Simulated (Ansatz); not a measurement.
**bcc K**

Method: LDA in Ansatz (PAW).

Run with plane-wave cutoff 500 eV, 4×4×4 k mesh, Fermi–Dirac smearing 0.1 eV, cell of 54 sites, scalar-relativistic PAW data made under PBE.

Cell: relaxed at this level.

| Quantity | Result |
|---|---|
| vacancy formation energy | 0.33 eV |
| vacancy formation energy before relaxation | 0.39 eV |

Measured, for comparison: vacancy formation energy 0.34 eV (not corrected to a static lattice, monovacancy; as tabulated in Garrity and Choudhary (2023), arXiv:2112.11585). Computed (rounded) less measured: vacancy formation energy -0.010 eV.

Note: energies are extrapolated to zero smearing, and mesh and cell size move such values by some hundredths of an eV or more.

Computed values are for the static lattice.

Ansatz is a first-principles code.
